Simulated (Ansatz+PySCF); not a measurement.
Values are calculated unless marked as measured or tabulated.
Input for Ansatz (development build ahead of 0.2.0):

```yaml
crystal:
  periodic: [false, false, false]
  atoms:
    - { symbol: B, position_ang: [0.0, 0.0, -0.18785] }
    - { symbol: H, position_ang: [0.0, 0.0, 0.93927] }
basis:
  gaussian: { orbitals: "6-31G" }
hamiltonian:
  xc: pbe0
scf:
  omitted_lower_state_checks: [starts, atomic_configurations, cluster_reference, orbital_swaps, given_window_search, neighbouring_geometries, increment]
output:
  forces: true
```

The input is written out in the form of the current development build from the run's settings.

Output:

```json
{"Converged": "yes", "Total energy": "-25.22383 hartree", "Spin squared of the determinant": "0.000", "Stability test": "minimum among restricted orbitals"}
```

Forces (eV/Å):
```csv
atom,Fx,Fy,Fz
B1,0.000,0.000,-3.258
H2,0.000,0.000,3.258
```
